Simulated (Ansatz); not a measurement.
HB–BH, singlet: the ladder up to full CI

Geometry: a point of a stretch scan, not a stationary point.

```yaml
atoms:
  - { symbol: B, position_ang: [0.0000, 0.0000, 0.8480] }
  - { symbol: B, position_ang: [0.0000, 0.0000, -0.8480] }
  - { symbol: H, position_ang: [0.0000, 0.0000, 2.0237] }
  - { symbol: H, position_ang: [0.0000, 0.0000, -2.0237] }
```

Basis cc-pVDZ; Ansatz 0.2.0. Only valence electrons are correlated (noble-gas cores frozen), which leaves 8 electrons in 36 orbitals. R marks a restricted (for open shells ROHF) determinant, U an unrestricted one. Active spaces: valence = (8e, 10o) chosen from the atoms' valence shells; pair = (2e, 2o) about the gap.

Full CI is exact within this basis and frozen core; it isn't the basis-set limit. The frozen core follows each run's orbitals, which can shift R against U totals by a few meV.

The determinant fills πx and πy unequally, so it is a mixture of Σ and Δ, which weighs on every level built on one determinant.

```
UHF ⟨S²⟩                          : 1.008
T1 diagnostic (RCCSD)             : 0.0156
largest doubles amplitude (RCCSD) : 0.167
```

```csv
level,E − E(full CI) (kcal/mol),share of correlation (%),wall time
RHF,121.83,0.00,–
UHF†,101.24,–,–
RMP2,30.77,74.74,–
UMP2†,17.92,–,–
CISD,16.33,86.59,1.1 s
RCCSD,8.44,93.07,–
UCCSD*†,-2.82,–,–
RCCSD(T),4.15,96.59,0.46 s
UCCSD(T)*†,-6.94,–,2.8 s
BCCD(T),4.17,96.58,0.48 s
RCCSDT*,1.33,98.91,–
UCCSDT*†,-11.50,–,–
CISDTQ,1.95,98.40,2.7 s (H100)
RCCSDT(Q)*,-0.05,100.04,2.3 s
UCCSDT(Q)*†,-12.96,–,11 s
RCCSDTQ*,0.07,99.95,3.4 s (H100)
UCCSDTQ*†,-12.78,–,12 s (H100)
CASSCF (valence space),59.28,51.34,–
NEVPT2 (valence space),15.45,87.32,9 s
MRCISD (valence space),2.71,97.78,–
MRCISD+Q (valence space),-0.06,100.05,9.5 s (H100)
```

An asterisk marks runs whose energy the program itself flagged as in doubt. A dagger marks rows that describe another state than the reference (another or a broken symmetry, a higher spin or other natural occupations), so the difference isn't the method's error.

The correlation energy at full CI, counted from RHF, is -5.283 eV. That run took 31 s on 5 threads of AMD EPYC 7R13 with a whole H100 80 GB, shared host over 433,614,400 determinants.

Run but not shown, since their state or frozen core can't be matched to the reference's or they repeat it: CASSCF (pair space), NEVPT2 (pair space).

Times hold each run's SCF and search for its determinant on a shared host, so for small cases they say little of a method's own cost; rows without a card ran on 1 thread of AMD EPYC 7R13.

Unrestricted levels hold only the spin's projection, and here they fall towards a lower state of higher spin.

The full-CI state has the irrep B1g of D2h, in the program's axes (one component, if the state is degenerate).

Natural occupations of full CI about the gap: 1.958 1.955 1.942 0.946 0.946 0.057 0.057 0.035 0.020 0.013; effectively unpaired electrons, Σ n²(2−n)², 2.05. No single determinant describes this state well, so single-reference rows can miss without a flag.
